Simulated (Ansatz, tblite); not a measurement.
# The cluster CoSi3: rung by rung

Aim: run the doublet of the cluster CoSi3 at one geometry on many levels, and compare frontier levels, spin and run time.

Program: Ansatz 0.2.0, Gaussian basis. Level of theory: as each input shows. These are calculated values, not measurements.

The runs, in order: GFN1-xTB, GFN2-xTB, PBE-D4/def2-TZVP, r2SCAN-D4/def2-TZVP, CAM-B3LYP-D4/def2-TZVP, BHLYP-D4/def2-TZVP, r2SCANh-D4/def2-TZVP, BLYP-D4/def2-TZVP, B97M-V/def2-TZVP, PBE-D4/def2-SVP, PBE0-D4/def2-SVP, PBE0-D4/def2-TZVPD, PBE-D4/def2-TZVPD, r2SCAN-D4/def2-TZVPD, CCSD(T)/def2-TZVP, RPA/def2-TZVP.

2 further runs of the same task are left out: 2 set aside as unsound or not needed. Runs told in other sessions of the task aren't counted.

### Step 1. The structure

The geometry is that of the doublet, from an earlier relaxation (PBE-D4/def2-SVP). At that level it is the lowest of the isomers that a small search found.

4 atoms, charge 0, spin multiplicity 2.

Bond lengths: Co1–Si2 2.154 Å, Co1–Si3 2.415 Å, Co1–Si4 2.154 Å, Si2–Si3 2.256 Å, Si3–Si4 2.256 Å. Angles: Si2–Co1–Si3 58.8°, Si2–Co1–Si4 117.7°, Si3–Co1–Si4 58.8°, Co1–Si2–Si3 66.4°, Co1–Si3–Si2 54.8°, Co1–Si3–Si4 54.8°, Si2–Si3–Si4 109.6°, Co1–Si4–Si3 66.4°.

Geometry (Å):

```xyz
4
charge 0, multiplicity 2
Co    0.8417   -0.6893    0.4056
Si   -1.1091   -1.4721   -0.0668
Si   -0.9092    0.7445   -0.4383
Si    1.1766    1.4169    0.0995
```

No spin-orbit coupling is included.

PBE0-D4/def2-TZVP was run before; its log isn't repeated, and its numbers join the tables.

### Step 2. GFN1-xTB

Tight binding, by tblite at 300 K electronic temperature and without a spin-polarisation term:

```python
tblite.interface.Calculator('GFN1-xTB', numbers, positions, charge=0, uhf=1).singlepoint()
```

Energy -238.3381 eV; 0.006 s.

### Step 3. GFN2-xTB

Tight binding, by tblite at 300 K electronic temperature and without a spin-polarisation term:

```python
tblite.interface.Calculator('GFN2-xTB', numbers, positions, charge=0, uhf=1).singlepoint()
```

Energy -236.2537 eV; 0.008 s.

### Step 4. PBE-D4/def2-TZVP

start.molden holds the orbitals of an earlier run on this state, given as this run's starting guess.

Input file in.yaml:

```yaml
crystal:
  periodic: [false, false, false]
  atoms:
    - {symbol: Co, position_ang: [0.841738, -0.689325, 0.405626]}
    - {symbol: Si, position_ang: [-1.109144, -1.472087, -0.066795]}
    - {symbol: Si, position_ang: [-0.909155, 0.744548, -0.438323]}
    - {symbol: Si, position_ang: [1.176552, 1.416863, 0.099492]}
basis:
  gaussian: {orbitals: def2-TZVP, initial_orbitals: start.molden}
magnetization: {spin_polarized: true, initial_magnetization: 1}
hamiltonian: {xc: pbe, dispersion: d4}
scf: {omitted_lower_state_checks: [starts]}
output: {orbitals: {seedname: orbitals}}
```

Command:

```bash
$ ansatz run in.yaml --threads 4 --pin off --events-out ev --progress --plain --max-ram 3916MiB
```

After this run come: r2SCAN-D4/def2-TZVP; CAM-B3LYP-D4/def2-TZVP; BHLYP-D4/def2-TZVP; r2SCANh-D4/def2-TZVP; BLYP-D4/def2-TZVP; B97M-V/def2-TZVP; PBE-D4/def2-SVP; PBE0-D4/def2-SVP; PBE0-D4/def2-TZVPD; PBE-D4/def2-TZVPD; r2SCAN-D4/def2-TZVPD; CCSD(T)/def2-TZVP; RPA/def2-TZVP.

**Question.** What will the summary of the whole plan be? Wanted: gap in def2-TZVP, named functionals, smallest and largest; correlation energy, CCSD(T)/def2-TZVP; binding an atom, functionals in def2-TZVP; ⟨S²⟩ in def2-TZVP, named functionals, smallest and largest; PBE0 total energy, smallest basis above largest.

As calculated:

| quantity | value |
| --- | --- |
| gap in def2-TZVP, named functionals, smallest and largest | 0.88 eV (PBE-D4), 4.68 eV (CAM-B3LYP-D4) |
| correlation energy, CCSD(T)/def2-TZVP | -25.41 eV |
| binding an atom, functionals in def2-TZVP | 2.01 (BHLYP-D4) to 3.04 eV (PBE-D4) |
| ⟨S²⟩ in def2-TZVP, named functionals, smallest and largest | 0.799, 1.685 |
| PBE0 total energy, smallest basis above largest | 13.62 eV (def2-SVP, def2-TZVPD) |

In words: Orbital gaps of the named functionals in def2-TZVP span 0.88 eV (PBE-D4) to 4.68 eV (CAM-B3LYP-D4); exact exchange widens it. Over the named functionals in def2-TZVP spin contamination reaches 0.93 (BHLYP-D4), so some levels may describe another state. Notes on CCSD(T)/def2-TZVP: large T1 diagnostic, spin contamination, state flagged by the program.
